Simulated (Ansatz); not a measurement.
α-phase Ga was calculated with r²SCAN+rVV10 (plane waves, PAW; Ansatz, a first-principles code).

Numerical settings: plane-wave cutoff 560 eV, 14×14×12 k mesh (along the axes of the cell as run), Fermi–Dirac smearing 0.05 eV, scalar-relativistic PAW data made under PBE.

Computed at the level's own relaxed cell.

Task: What does this level give for the equilibrium volume per atom, lattice parameter b and bulk modulus?

Result: 
equilibrium volume per atom: 18.93 Å³/atom
lattice parameter b: 7.566 Å
bulk modulus: 66.8 GPa

The run finds no gap.

Note: the bulk modulus comes from volumes at which shape and atoms were relaxed.
